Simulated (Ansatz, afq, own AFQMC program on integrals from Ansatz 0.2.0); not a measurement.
**AlH$_{2}$O, doublet in cc-pVDZ, levels against CCSDT(Q)**

```xyz
4

Al    0.0000   -0.1283    1.6903
O     0.0000    0.0813   -2.8009
H     0.0000    1.2527    2.5231
H     0.0000    0.8912   -3.3105
```

Connectivity, by distances: AlH ··· OH.

Basis cc-pVDZ. Noble-gas cores (and the filled d shells of Ga–Kr and In–Xe) are frozen. Ansatz 0.2.0 and our own AFQMC program on the same integrals; the CISD trial comes from CCSD amplitudes, and released means the phaseless constraint is let go. Error bars are statistical, one sigma.

Determinant: ROHF, the one that the program's search chose, which needn't be the lowest solution. The geometry is a point of a scan.

No full CI on the walks' own integrals is used here; CCSDT(Q) serves as the reference and is uncertain by about the last step of the cluster series.

Cautions: higher spins were not checked; a spin-contaminated unrestricted determinant lies lower (UHF 115 meV lower, ⟨S²⟩ 0.91).

- T1 diagnostic: 0.0117
- weight of the determinant in the CISD state: 0.880
- size of the correlated space: 11 electrons in 36 orbitals

```tsv
level	correlation energy (eV)
MP2	-5.5700
CCSD	-6.5594
CCSD(T)	-6.6341
```

(1) Estimate where phaseless AFQMC with the Hartree–Fock trial lies against CCSD(T) on the same integrals.

(1) 1.23 ± 2.20 mEh above CCSD(T). The gap is under twice the noise, so this walk alone can't tell the two apart.

Reference: CCSDT(Q), correlation energy -6.656 eV. The released energy is read at 2.40 1/Eh (meV from the phaseless value at times in 1/Eh: -3 ± 13 at 0.24, 2 ± 12 at 0.51, -16 ± 12 at 0.99, -7 ± 17 at 1.62, -4 ± 16 at 2.40).

| level | E − E(reference) (mEh) | share of correlation (%) |
| --- | --- | --- |
| CCSD(T) | 0.81 | 99.67 |
| CCSDT | 0.27 | 99.89 |
| ph-AFQMC/HF | 2.04 ± 2.20 | 99.17 |
| ph-AFQMC/CISD | 0.76 ± 0.40 | 99.69 |
| released AFQMC | 0.61 ± 0.59 | 99.75 |

A walk keeps the symmetry of its determinant, which the program's search chose and which needn't be the lowest solution, so a lower state of the same spin and another symmetry isn't excluded. Released energies are given only where the last usable release times agree within the noise; a slower fall can still hide under it.
